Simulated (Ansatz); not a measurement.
# C3H2S: how energies converge with the basis set

Aim: see how fast density functionals converge with the basis set for C3H2S.

Program: Ansatz 0.2.0, Gaussian basis. Level of theory: one geometry, several basis sets. These are calculated values, not measurements.

Plan: PBE0-D4/def2-SVP; ωB97M-V/def2-SVP; PBE0-D4/def2-QZVPP; ωB97M-V/def2-QZVPP; the functionals' def2-TZVPP values are taken from earlier runs.

### Step 1. The geometry

The geometry comes from an earlier relaxation with PBE0-D4 in a triple-zeta def2 set; it is a stationary point.

SMILES `C#CC=S`, 6 atoms, charge 0, spin multiplicity 1.

Atoms are counted from 1 here; the program's logs count them from 0.

Bond lengths: C1–C2 1.205 Å, C1–H5 1.065 Å, C2–C3 1.408 Å, C3–S4 1.617 Å, C3–H6 1.092 Å. Angles: C2–C1–H5 179.0°, C1–C2–C3 178.6°, C2–C3–S4 124.8°, C2–C3–H6 114.9°, S4–C3–H6 120.3°.

### Step 2. PBE0-D4 in def2-SVP

Contents of in.yaml:

```yaml
crystal:
  periodic: [false, false, false]
  atoms:
    - {symbol: C, position_ang: [0.360315, 0.996408, -1.147547]}
    - {symbol: C, position_ang: [0.108183, 0.231079, -0.251830]}
    - {symbol: C, position_ang: [-0.162111, -0.648935, 0.813270]}
    - {symbol: S, position_ang: [-1.299905, -1.798328, 0.794091]}
    - {symbol: H, position_ang: [0.569560, 1.665003, -1.949704]}
    - {symbol: H, position_ang: [0.465958, -0.509127, 1.695621]}
basis:
  gaussian: {orbitals: def2-SVP}
hamiltonian: {xc: pbe0, dispersion: d4}
output: {orbitals: {seedname: orbitals}}
```

Started as:

```
ansatz run in.yaml --threads 2 --pin off --events-out ev --progress --plain --max-ram 4352MiB
```

Further steps of the session: ωB97M-V in def2-SVP; PBE0-D4 in def2-QZVPP; ωB97M-V in def2-QZVPP.

**Question.** What will the summary of the whole plan be? Wanted: PBE0-D4: double and triple zeta above quadruple; ωB97M-V: double and triple zeta above quadruple.

**Answer**, as computed:

| quantity | value |
| --- | --- |
| PBE0-D4: double and triple zeta above quadruple | 7.72, 0.49 eV |
| ωB97M-V: double and triple zeta above quadruple | 7.81, 0.46 eV |

In words: PBE0-D4 gains 7.23 eV from double to triple zeta, then 0.49 eV more. Total energies overstate the basis error of differences, where much of it tends to cancel.
